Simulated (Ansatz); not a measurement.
**SbH$_{2}$⁺, singlet: reading a ladder of total energies**

Geometry: a PBE0/def2-TZVP stationary point for this spin, not checked as a minimum.

| atom | x (Å) | y (Å) | z (Å) |
| --- | --- | --- | --- |
| Sb | 0.0000 | -0.0196 | 0.0000 |
| H | 0.0000 | 1.1863 | -1.2103 |
| H | 0.0000 | 1.1864 | 1.2102 |

Basis def2-SVP with its core potentials; Ansatz 0.2.0. Correlated methods freeze the noble-gas cores and the filled d shells of p-block atoms, which leaves 6 electrons in 27 orbitals. R marks a restricted (for open shells ROHF) determinant. No spin–orbit coupling is included; scalar relativity enters through the core potentials alone.

Full CI is exact within this basis and frozen core; it isn't the basis-set limit.

Runs differ by some tens of microhartree through their thresholds, so steps under 0.03 kcal/mol mean nothing.

```tsv
level	total energy (hartree)
RHF	-240.091730
RMP2	-240.170316
RCCSD	-240.195454
RCCSD(T)	-240.197306
RCCSDT	-240.197777
RCCSDT(Q)	-240.197852
RCCSDTQ	-240.197870
full CI	-240.197871
```

Question: What is the correlation energy at full CI, and what share of it do RMP2 and RCCSDT recover?

Answer: E(corr) = -240.197871 − (-240.091730) = -0.106141 hartree = -2.888 eV. RMP2: -0.078586 / -0.106141 = 74.04 %. RCCSDT: -0.106047 / -0.106141 = 99.91 %.

Question: By how many kcal/mol does RCCSD(T) miss full CI (1 hartree = 627.509 kcal/mol), and which steps make up the rest?

Answer: -240.197306 − (-240.197871) = 0.000565 hartree = 0.35 kcal/mol. Steps: RCCSDT − RCCSD(T) = -0.30, RCCSDT(Q) − RCCSDT = -0.05, RCCSDTQ − RCCSDT(Q) = -0.01, full CI − RCCSDTQ = 0.00 kcal/mol. That is within 1 kcal/mol of the reference in this basis, which itself misses far more of the correlation at the basis-set limit.
